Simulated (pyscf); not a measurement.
Thermochemistry of product channels of `[OH][BH][OH]` + `[FH]` on the singlet surface, in kcal/mol, from ωB97M-D3(BJ)/def2-TZVP energies (ideal gas, 1 atm, RRHO with modes under 100 cm⁻¹ raised to 100, one conformer, R ln 2 for rigid chiral ones). Structures and frequencies: ωB97X-D3(BJ)/def2-SVP in PySCF.

```json
[
 {"products": "`[OH2]` + `[OH][BH][F]`", "ΔE": "-3.8", "ΔH(298 K)": "-3.8", "ΔG(900 K)": "-6.1", "ΔG(1200 K)": "-6.6"},
 {"products": "`[OH][B]([OH])[F]` + `[H][H]`", "ΔE": "-29.4", "ΔH(298 K)": "-32.4", "ΔG(900 K)": "-28.4", "ΔG(1200 K)": "-27.5"}
]
```

These are energies of the channels, which say nothing of barriers.
